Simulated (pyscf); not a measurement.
Single points on ωB97X-D3(BJ)/def2-SVP structures (PySCF, gas phase).

Q: HF (SMILES F) + F–MoH(F)(F)(F)–F (SMILES [F][MoH]([F])([F])([F])[F]) -> F–Mo(F)(F)(F)(F)–F (SMILES [F][Mo]([F])([F])([F])([F])[F]) + H₂ (SMILES [H][H])
Surface: singlet. Broken: F–H, H–Mo. Formed: F–Mo, H–H. Give ΔE‡ and ΔE from ωB97M-D3(BJ)/def2-TZVP, relative to the separated reactants.

A: ΔE‡ = 78.5 kJ/mol, ΔE = -89.0 kJ/mol. Zero-point energy shifts the barrier by +0.8 kJ/mol. It is a four-centre exchange, with an imaginary mode of 1007i cm⁻¹. At the saddle there is also a short H–Mo contact that neither side keeps. This is the saddle that the search found; another between the same sides may lie lower. Elements past Kr carry the def2 core potentials, without spin-orbit coupling.
